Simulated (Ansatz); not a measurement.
Basis-set extrapolation for C$_{3}$H$_{8}$S$_{2}$, SMILES `CCSCS` (PBE0-D4/def2-TZVP geometry, frozen core, Ansatz). Multiplicity 1, RHF reference.

```csv
,def2-TZVPP,def2-QZVPP
HF,-913.383950,-913.412383
MP2 correlation,-0.884213,-0.949402
CCSD(T) correlation,-0.989676,not run
```

Energies in hartree. Use E(X) = E(∞) + A·exp(−7.88·√X) for Hartree–Fock and E(X) = E(∞) + B·X^(−2.97) for correlation, with X = 3 and 4, and add CCSD(T) minus MP2 of the smaller set to the MP2 limit.

Task: What is the CCSD(T) energy at the basis-set limit?

Result: HF limit: -913.412383 + (-0.028433) × 0.13774 = -913.41630. MP2 limit: -0.949402 + (-0.065189) × 0.74074 = -0.99769. Higher-order term: -0.989676 − (-0.884213) = -0.10546. Total: -914.51945 hartree, 91.5 kcal/mol below CCSD(T)/def2-TZVPP.
